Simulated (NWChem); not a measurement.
## Total energies of Na (+1)

SMILES: [Na+]
```xyz
1

Na     0.0000     0.0000     0.0000
```
Charge +1, spin multiplicity 1.

The numbers come from NWChem runs, not from measurements.

Basis set: def2-SVP (15 functions).

```csv
method,total energy (Ha)
RHF,-161.61343
MP2,-161.61395
B2PLYP,-161.90935
PBE,-161.90545
B3LYP,-162.03408
TPSS,-162.03884
CCSD(T),-161.61392
```

Total energies of different functionals aren't comparable as a measure of quality: only differences taken within one method are. 

The correlated methods keep 1 core orbital frozen. B3LYP has NWChem's definition, with VWN1-RPA local correlation. Coupled-cluster values serve here as a point of comparison, not as the truth.
